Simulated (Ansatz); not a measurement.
Worked example: correlation energy of H$_{2}$B–B⁺, doublet

Geometry: that of the H2B–B, singlet, kept fixed.

```yaml
atoms:
  - { symbol: B, position_ang: [0.0000, 0.0000, 0.7529] }
  - { symbol: B, position_ang: [0.0000, 0.0000, -1.0096] }
  - { symbol: H, position_ang: [0.0000, 1.0240, 1.3765] }
  - { symbol: H, position_ang: [0.0000, -1.0240, 1.3765] }
```

Basis 6-31G; Ansatz 0.2.0. Correlated methods freeze the noble-gas cores, which leaves 7 electrons in 20 orbitals. Prefix R: restricted or restricted open-shell reference; prefix U: unrestricted.

Full CI is exact within this basis and frozen core; it isn't the basis-set limit. The frozen core follows each run's orbitals, which can shift R against U totals by a few meV.

Runs differ by some tens of microhartree through their thresholds and, for an open shell, their frozen cores, so steps under 0.1 kcal/mol mean nothing.

```csv
level,total energy (hartree)
UHF,-50.069802
UMP2,-50.135364
UCCSD,-50.162170
UCCSD(T),-50.163948
UCCSDT,-50.164627
UCCSDT(Q),-50.164687
UCCSDTQ,-50.164695
full CI,-50.164696
```

Q: What is the correlation energy at full CI, and what share of it do UMP2 and UCCSD(T) recover?

A: E(corr) = -50.164696 − (-50.069802) = -0.094894 hartree = -2.582 eV. UMP2: -0.065562 / -0.094894 = 69.09 %. UCCSD(T): -0.094146 / -0.094894 = 99.21 %.

Q: By how many kcal/mol does UCCSD(T) miss full CI (1 hartree = 627.509 kcal/mol), and which steps make up the rest?

A: -50.163948 − (-50.164696) = 0.000748 hartree = 0.47 kcal/mol. Steps: UCCSDT − UCCSD(T) = -0.43, UCCSDT(Q) − UCCSDT = -0.04, UCCSDTQ − UCCSDT(Q) = -0.01, full CI − UCCSDTQ = 0.00 kcal/mol. That is within 1 kcal/mol of the reference in this basis, which itself misses far more of the correlation at the basis-set limit.
